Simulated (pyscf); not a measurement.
Structures and frequencies: ωB97X-D3(BJ)/def2-SVP in PySCF.

Problem. Estimate the classical barrier height and the reaction energy of H₂C=C=CH₂ (SMILES C=C=C) + H₂O (SMILES O) -> H₂C=CH–CH₂–OH (SMILES C=CCO) at M06-2X/def2-TZVP. The step runs on the singlet surface, breaks H–O and forms C–O, C–H; take the separated reactants as zero.

Solution. ΔE‡ = 244.3 kJ/mol, ΔE = -100.4 kJ/mol. CCSD(T)/def2-TZVPP + ΔMP2(QZVPP) gives 249.3 kJ/mol and -90.3 kJ/mol. Zero-point energy shifts the barrier by +4.2 kJ/mol. It is an addition across a multiple bond or ene-type step, with an imaginary mode of 1207i cm⁻¹. The same reactants have a lower exit, to H₂C=C(CH₃)–OH (barrier +209.5 kJ/mol at ωB97M-D3(BJ)/def2-TZVP, against +238.2 kJ/mol here). H₂C=CH–CH₂–OH lies 44.3 kJ/mol over its isomer H₂C=C(CH₃)–OH (electronic energy, ωB97M-D3(BJ)/def2-TZVP). One saddle was located; it need not be the lowest between these sides. The CCSD(T) − MP2 part came from Ansatz, without density fitting, on the same reference.
